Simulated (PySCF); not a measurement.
The first ionisation energy along group 13

Calculated with PySCF 2.14 from differences of total energies of unrestricted determinants, without spin-orbit coupling. Values in eV. The last column holds reference values (NIST; (s) semi-empirical, (t) theoretical, else measured). Unmarked ones compare directly (S terms, centres of terms, or small fine structure); those marked * lie between the lowest fine-structure levels and include a spin-orbit shift.

```tsv
element	configurations	UHF	MP2 (valence)	SCS-MP2 (valence)	CCSD (valence)	CCSD(T) (valence)	reference
B (jorge-DZP-DKH, spin-free X2C)	[He] 2s2 2p1 → [He] 2s2	8.028	8.136	8.099	8.027	8.048	8.297
Al (jorge-DZP-DKH, spin-free X2C)	[Ne] 3s2 3p1 → [Ne] 3s2	5.571	5.728	5.710	5.814	5.834	5.977
Ga (jorge-DZP-DKH, spin-free X2C)	[Ar] 3d10 4s2 4p1 → [Ar] 3d10 4s2	5.307	5.271	5.244	5.224	5.228	5.931
```

**Question.** Which of these methods has the smallest mean absolute error against the measured values here?

**Answer.** MP2 (valence), with 0.356 eV.

| method | elements | mean error (eV) | mean absolute error (eV) | largest error (eV) |
| --- | --- | --- | --- | --- |
| UHF | 3 | -0.433 | 0.433 | -0.624 |
| MP2 (valence) | 3 | -0.356 | 0.356 | -0.660 |
| SCS-MP2 (valence) | 3 | -0.384 | 0.384 | -0.687 |
| CCSD (valence) | 3 | -0.380 | 0.380 | -0.707 |
| CCSD(T) (valence) | 3 | -0.364 | 0.364 | -0.703 |

Errors include the incompleteness of the basis and the frozen core.

"Valence" correlates the outer s and p shells and, in groups 3 to 12 and the f block, the outer d or f shell, open or full, or the next shell where the ion has no valence electron left; the wider scheme adds the next inner shell.
